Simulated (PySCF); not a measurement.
# `SS`, H2S2

Geometry (Å), atoms numbered from 1 in this order:
```xyz
4

S     0.888    0.415    0.531
S    -0.887    0.474   -0.484
H     1.546   -0.418   -0.286
H    -1.537   -0.467    0.216
```

Level of theory: TDDFT wB97X-D/def2-SVPD circular dichroism and optical rotation, one conformer, gas phase in PySCF. Geometry: GFN2-xTB.

No stereocentre is labelled: unless the shape is locked (an allene, a helicene, a hindered biaryl), the mirror image is equally populated and a measured rotation or CD is zero.

Task: Draw the ECD and absorption spectra from the lowest 16 states, each a Gaussian of half-width 0.3 eV at 1/e height.

Result: 
| E (eV) | λ (nm) | Δε (L mol⁻¹ cm⁻¹) | ε (L mol⁻¹ cm⁻¹) |
| --- | --- | --- | --- |
| 4.31 | 288 | -0.10 | 13 |
| 4.46 | 278 | -0.36 | 59.9 |
| 4.61 | 269 | -0.53 | 186 |
| 4.76 | 261 | +0.56 | 411 |
| 4.91 | 253 | +3.46 | 659 |
| 5.06 | 245 | +5.81 | 736 |
| 5.21 | 238 | +5.06 | 544 |
| 5.36 | 231 | +2.53 | 254 |
| 5.51 | 225 | +0.64 | 76.8 |
| 5.66 | 219 | -0.81 | 41.4 |
| 5.81 | 214 | -4.43 | 154 |
| 5.96 | 208 | -11.88 | 517 |
| 6.11 | 203 | -16.59 | 1110 |
| 6.26 | 198 | -8.31 | 1530 |
| 6.41 | 194 | +6.08 | 1370 |
| 6.56 | 189 | +9.69 | 800 |
| 6.71 | 185 | +2.06 | 339 |
| 6.86 | 181 | -5.62 | 226 |
| 7.01 | 177 | -4.15 | 359 |
| 7.16 | 173 | +5.97 | 500 |
| 7.31 | 170 | +12.46 | 460 |
| 7.46 | 166 | +9.41 | 376 |
| 7.61 | 163 | +3.99 | 952 |
| 7.76 | 160 | +2.06 | 3730 |
| 7.91 | 157 | +3.19 | 10100 |
| 8.06 | 154 | +4.73 | 17700 |
| 8.21 | 151 | +4.77 | 20600 |
| 8.36 | 148 | +4.60 | 16600 |
| 8.51 | 146 | +7.54 | 10000 |
| 8.66 | 143 | +14.81 | 6210 |
| 8.81 | 141 | +19.17 | 5640 |
| 8.96 | 138 | +9.01 | 5690 |

Δε uses R in velocity form, ε uses f in length form. Only the states computed contribute, so the short-wavelength end is incomplete.
